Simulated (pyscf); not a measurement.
Optimised with ωB97X-D3(BJ)/def2-SVP in PySCF.

`[NH2][SiH]([NH2])[F]` + `[H]` [doublet] -> `[NH2][Si]([NH2])[F]` [doublet] + `[H][H]`
Surface: doublet. Broken: H–Si. Formed: H–H. Give ΔE‡ and ΔE from ωB97M-D3(BJ)/def2-TZVP, relative to the separated reactants.

ΔE‡ = 6.0 kcal/mol, ΔE = -5.6 kcal/mol. Zero-point energy shifts the barrier by -0.8 kcal/mol. It is a hydrogen abstraction, with an imaginary mode of 1077i cm⁻¹. One saddle was located; it need not be the lowest between these sides. The angle at the transferred H is 174°.
